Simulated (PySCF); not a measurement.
# Changing the system itself: SH

Aim: change spin, charge, geometry, field or solvent of SH, one at a time, and compare with the base run.

Method: each script names its method and basis; program: PySCF 2.14.0.

2 further runs of the same task are left out: 2 that didn't finish.

## (1) The system as given

SH: 2 atoms, charge 0, spin multiplicity 2.

Bond lengths: H1–S2 1.305 Å.

## (2) Base script

The input, input.py:

```python
from pyscf import gto, scf, mcscf, mrpt

mol = gto.M(
    atom='H 0 0 0; S 0 0 1.305',
    basis='def2-tzvpp',
    charge=0,
    spin=1,
    verbose=3,
)
mf = scf.ROHF(mol)
mf.kernel()
mc = mcscf.CASSCF(mf, 8, 7)
mc.kernel()
mc.analyze()
mrpt.NEVPT(mc).kernel()
mf.dip_moment()
print('orbital energies (hartree):', mf.mo_energy[..., max(0, mol.nelec[1]-3):mol.nelec[0]+3].round(4))
```

Launch:

```bash
$ python input.py
```

The log of this run is left out.

It gives: E(SCF) = -398.092823 Eh, E(CAS) − E(SCF) = -0.07182 Eh, NEVPT2 = -0.24998 Eh, μ = 0.91 D (of the SCF density).

The bond length is a typed value, not an optimised one.

## (3) Bond 10 Å

Variant 1 changes bond length: 1.305 Å → 10 Å.

The input, input.py:

```python
from pyscf import gto, scf, mcscf, mrpt

mol = gto.M(
    atom='H 0 0 0; S 0 0 10',
    basis='def2-tzvpp',
    charge=0,
    spin=1,
    verbose=3,
)
mf = scf.ROHF(mol)
mf.kernel()
mc = mcscf.CASSCF(mf, 8, 7)
mc.kernel()
mc.analyze()
mrpt.NEVPT(mc).kernel()
mf.dip_moment()
print('orbital energies (hartree):', mf.mo_energy[..., max(0, mol.nelec[1]-3):mol.nelec[0]+3].round(4))
```

Launch:

```bash
$ python input.py
```

## (4) PCM, ε = 32.6

Variant 2 changes solvent: none (gas phase) → PCM, ε = 32.6; step after the SCF: nevpt2 → analyze.

The input, input.py:

```python
from pyscf import gto, scf, solvent

mol = gto.M(
    atom='H 0 0 0; S 0 0 1.305',
    basis='def2-tzvpp',
    charge=0,
    spin=1,
    verbose=3,
)
mf = scf.ROHF(mol)
mf = solvent.PCM(mf)
mf.with_solvent.eps = 32.6
mf.kernel()
mf.analyze()
print('orbital energies (hartree):', mf.mo_energy[..., max(0, mol.nelec[1]-3):mol.nelec[0]+3].round(4))
```

## (5) Electric field 0.005 a.u.

Variant 3 changes electric field: none → 0.005 a.u.

input.py: that of step 2 with these lines changed.

```diff
@@ -10,2 +10,7 @@
 mf = scf.ROHF(mol)
+field = 0.005  # electric field along z, atomic units
+h = mf.get_hcore() + field*mol.intor('int1e_r')[2]
+mf.get_hcore = lambda *args: h
+e_nuc = mol.energy_nuc() - field*mol.atom_charges() @ mol.atom_coords()[:, 2]
+mf.energy_nuc = lambda *args: e_nuc
 mf.kernel()
```

## (6) PCM, ε = 78.36

Variant 4 changes solvent: none (gas phase) → PCM, ε = 78.36; step after the SCF: nevpt2 → analyze.

The input, input.py:

```python
from pyscf import gto, scf, solvent

mol = gto.M(
    atom='H 0 0 0; S 0 0 1.305',
    basis='def2-tzvpp',
    charge=0,
    spin=1,
    verbose=3,
)
mf = scf.ROHF(mol)
mf = solvent.PCM(mf)
mf.with_solvent.eps = 78.36
mf.kernel()
mf.analyze()
print('orbital energies (hartree):', mf.mo_energy[..., max(0, mol.nelec[1]-3):mol.nelec[0]+3].round(4))
```

## (7) Quartet

Variant 5 changes spin (2S): 1 → 3; active space: 7 electrons in 8 orbitals → 7 electrons in 6 orbitals.

input.py: that of step 2 with these lines changed.

```diff
@@ -6,3 +6,3 @@
     charge=0,
-    spin=1,
+    spin=3,
     verbose=3,
@@ -11,3 +11,3 @@
 mf.kernel()
-mc = mcscf.CASSCF(mf, 8, 7)
+mc = mcscf.CASSCF(mf, 6, 7)
 mc.kernel()
```

What does the calculation give? Wanted: for each run, E(SCF); from base; SCF dipole; after the SCF.

**Answer**, as computed:

| run | E(SCF) (hartree) | from base (eV) | SCF dipole (D) | after the SCF |
| --- | --- | --- | --- | --- |
| base | -398.092823 | 0 | 0.91 | NEVPT2 correlation -8.757 eV (from the SCF energy, the CASSCF gain included) |
| bond 10 Å (poor choice) | -397.917490 | +4.7711 | 0.00 | NEVPT2 correlation -9.927 eV (from the SCF energy, the CASSCF gain included) |
| PCM, ε = 32.6 | -398.096139 | -0.0902 | 1.21 | n/a |
| electric field 0.005 a.u. | -398.091260 | +0.0425 | 0.68 | NEVPT2 correlation -8.761 eV (from the SCF energy, the CASSCF gain included) |
| PCM, ε = 78.36 | -398.096209 | -0.0921 | 1.22 | n/a |
| quartet | -397.894853 | +5.3870 | 1.21 | NEVPT2 correlation -7.965 eV (from the SCF energy, the CASSCF gain included) |

In words: Of the runs whose energies can be compared, “quartet” moves the SCF energy most (+5.387 eV). A continuum solvent with ε = 32.6 lowers the energy by 0.090 eV. A continuum solvent with ε = 78.36 lowers the energy by 0.092 eV. The quartet solution found lies 5.39 eV above the base doublet at this geometry and level. Rows marked «poor choice» come from settings spoiled on purpose.
